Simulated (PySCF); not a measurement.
Input for PySCF: D3(BJ) and D4 dispersion corrections on DMSO (SMILES CS(C)=O), a point of a torsion scan.

```python
from pyscf import gto
from pyscf.dispersion import dftd3, dftd4

mol = gto.M(
    atom='''
    C    -1.45822354   -0.05729705   -0.26950684
    S     0.09580578   -0.38248449    0.68293655
    C    -0.68335438   -1.60329609    1.83480153
    O     0.95838919   -1.15904678   -0.20524672
    H    -1.93025891   -0.99308881   -0.54610992
    H    -1.18427293    0.49674363   -1.16084013
    H    -2.11787800    0.53816124    0.35152524
    H    -1.05584065   -2.44787253    1.26608132
    H     0.08247821   -1.93874479    2.52637516
    H    -1.48262950   -1.11017086    2.37536999
    ''',
    basis='def2-svp',
    charge=0, spin=0, verbose=0, max_memory=1800)
d3, d4 = {}, {}
for xc in ['hf', 'pbe', 'blyp', 'revpbe', 'tpss', 'r2scan', 'b3lyp', 'pbe0', 'bhlyp', 'camb3lyp', 'b2plyp']:
    d3[xc] = float(dftd3.DFTD3Dispersion(mol, xc=xc, version='d3bj', atm=False).get_dispersion()['energy'])
    print(f'D3(BJ) {xc:10s} {d3[xc]:14.8f} Eh')
for xc in ['hf', 'pbe', 'blyp', 'revpbe', 'tpss', 'r2scan', 'b3lyp', 'pbe0', 'bhlyp', 'camb3lyp', 'b2plyp']:
    d4[xc] = float(dftd4.DFTD4Dispersion(mol, xc={'camb3lyp': 'cam-b3lyp'}.get(xc, xc), atm=True).get_dispersion()['energy'])
    print(f'D4     {xc:10s} {d4[xc]:14.8f} Eh')
```

Program output:

```
D3(BJ) hf            -0.06011543 Eh
D3(BJ) pbe           -0.00737588 Eh
D3(BJ) blyp          -0.01570218 Eh
D3(BJ) revpbe        -0.01914355 Eh
D3(BJ) tpss          -0.00920960 Eh
D3(BJ) r2scan        -0.00197103 Eh
D3(BJ) b3lyp         -0.01278057 Eh
D3(BJ) pbe0          -0.00626419 Eh
D3(BJ) bhlyp         -0.00989836 Eh
D3(BJ) camb3lyp      -0.00550119 Eh
D3(BJ) b2plyp        -0.00582391 Eh
D4     hf            -0.02598604 Eh
D4     pbe           -0.00681082 Eh
D4     blyp          -0.01541990 Eh
D4     revpbe        -0.02308050 Eh
D4     tpss          -0.00923677 Eh
D4     r2scan        -0.00164027 Eh
D4     b3lyp         -0.01097197 Eh
D4     pbe0          -0.00566313 Eh
D4     bhlyp         -0.00776528 Eh
D4     camb3lyp      -0.00564943 Eh
D4     b2plyp        -0.00472984 Eh
```

The run finished.

Cost: around 0.020 core-seconds (rough).
